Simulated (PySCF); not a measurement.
Compound: ethyl formate, C3H6O2.
Numbering: `[CH3:1][CH2:2][O:3][CH:4]=[O:5]` (hydrogens: H6, H7, H8 on C1; H9, H10 on C2; H11 on C4)

Geometry (PBE0-D3(BJ)/def2-TZVP, Å), atoms numbered from 1 in this order:
```
atom  x, y, z in Å
C1    -1.236    0.028   -0.580
C2    -0.410    0.153    0.675
O3     0.876    0.736    0.400
C4     1.825   -0.097   -0.015
O5     1.712   -1.278   -0.174
H6    -1.355    0.999   -1.066
H7    -2.229   -0.353   -0.330
H8    -0.772   -0.666   -1.282
H9    -0.869    0.836    1.391
H10   -0.260   -0.818    1.149
H11    2.750    0.471   -0.193
```

Method used: PySCF, PBE0-D3(BJ)/def2-TZVP geometry optimisation, gas phase.

Take the most abundant isotopes and a rigid rotor. The values belong to one conformer with, in the numbering `[CH3:1][CH2:2][O:3][CH:4]=[O:5]`, C1–C2–O3–C4 -84°, C2–O3–C4–O5 0°.

**Question.** Give the principal moments of inertia and the rotational constants in cm⁻¹.

**Answer.** Ia = 49.56, Ib = 131.99, Ic = 156.71 u·Å²; 505379 MHz·u·Å²/I gives 10197, 3829 and 3225 MHz, that is A = 0.34014, B = 0.12772, C = 0.10757 cm⁻¹.

**Question.** What kind of rotor is it?

**Answer.** An asymmetric top: κ = (2 × 3829 − 10197 − 3225)/(10197 − 3225) = -0.83.

**Question.** Is it planar, by Δ = Ic − Ia − Ib?

**Answer.** Not planar: Δ = Ic − Ia − Ib = -24.83 u·Å². For a rigid frame Δ = −2 Σ m c², so Σ m c² = 12.42 u·Å² lies off the ab plane: 5.54 from hydrogen and 6.88 from heavier atoms. The atom farthest from that plane is 1.41 Å away.

**Question.** List the rotational levels J(Ka,Kc) to J = 4 (MHz).

**Answer.** Above 0(0,0):
J = 1: 1(0,1) 7054, 1(1,1) 13422, 1(1,0) 14026
J = 2: 2(0,2) 21121, 2(1,2) 26925, 2(1,1) 28738, 2(2,1) 47842, 2(2,0) 47883
J = 3: 3(0,3) 42119, 3(1,3) 47156, 3(1,2) 50779, 3(2,2) 69004, 3(2,1) 69207, 3(3,1) 102379, 3(3,0) 102381
J = 4: 4(0,4) 69936, 4(1,4) 74086, 4(1,3) 80115, 4(2,3) 97187, 4(2,2) 97790, 4(3,2) 130672, 4(3,1) 130684, 4(4,1) 177293, 4(4,0) 177293
Those of J = 1 are B + C, A + C and A + B.

**Question.** Which types of transition are allowed, and where do some lines up to J = 3 fall?

**Answer.** The dipole components are |μa| = 1.58 D, |μb| = 1.18 D, |μc| = 0.18 D. The squared components, which scale the intensities, stand as 1.00 : 0.56 : 0.01 (a : b : c). Some lines, for components of 0.1 D or more:

| type | branch | J(Ka,Kc) | MHz | lower level (cm⁻¹) |
| --- | --- | --- | --- | --- |
| c | Q | 3(1,3) ← 3(0,3) | 5037 | 1.405 |
| c | Q | 2(1,2) ← 2(0,2) | 5805 | 0.705 |
| b | Q | 1(1,0) ← 1(0,1) | 6972 | 0.235 |
| b | Q | 2(1,1) ← 2(0,2) | 7617 | 0.705 |
| b | Q | 3(1,2) ← 3(0,3) | 8660 | 1.405 |
| b | R | 1(1,1) ← 0(0,0) | 13422 | 0.000 |
| c | R | 1(1,0) ← 0(0,0) | 14026 | 0.000 |
| a | R | 2(0,2) ← 1(0,1) | 14067 | 0.235 |
| a | R | 2(1,1) ← 1(1,0) | 14712 | 0.468 |
| b | Q | 3(2,1) ← 3(1,2) | 18428 | 1.694 |
| c | Q | 2(2,1) ← 2(1,1) | 19104 | 0.959 |
| b | R | 2(1,2) ← 1(0,1) | 19872 | 0.235 |
| a | R | 3(1,3) ← 2(1,2) | 20231 | 0.898 |
| b | Q | 2(2,1) ← 2(1,2) | 20917 | 0.898 |
| a | R | 3(2,2) ← 2(2,1) | 21162 | 1.596 |
| a | R | 3(2,1) ← 2(2,0) | 21324 | 1.597 |
| a | R | 3(1,2) ← 2(1,1) | 22041 | 0.959 |
| c | Q | 3(3,1) ← 3(2,1) | 33172 | 2.309 |
| b | Q | 3(3,0) ← 3(2,1) | 33174 | 2.309 |
| b | Q | 3(3,1) ← 3(2,2) | 33376 | 2.302 |
| b | R | 2(2,1) ← 1(1,0) | 33816 | 0.468 |
| b | R | 3(2,2) ← 2(1,1) | 40266 | 0.959 |
| c | R | 3(2,1) ← 2(1,1) | 40469 | 0.959 |
| c | R | 3(2,2) ← 2(1,2) | 42078 | 0.898 |
| b | R | 3(2,1) ← 2(1,2) | 42282 | 0.898 |
| b | R | 3(3,1) ← 2(2,0) | 54496 | 1.597 |
| c | R | 3(3,0) ← 2(2,0) | 54498 | 1.597 |
| b | R | 3(3,0) ← 2(2,1) | 54539 | 1.596 |

**Question.** Estimate the classical rotational partition function at 25 K, 298.15 K and 500 K.

**Answer.** Point group C1, symmetry number σ = 1; q = (√π/σ)·√((kT/h)³/(ABC)), k/h = 20836.6 MHz/K: 1880 at 25 K, 77300 at 298.15 K, 168000 at 500 K.

No frequency check. These are rigid-rotor constants of the computed structure; measured ground-state constants (B0) also hold zero-point vibration. A rigid rotor knows nothing of internal rotation, which can split or shift real lines.

On Arm Neoverse V1, one thread, shared host with 64 logical CPUs at a one-minute load of 18, this took 84 s and 0.79 GiB of memory at its peak. This is the geometry optimisation.
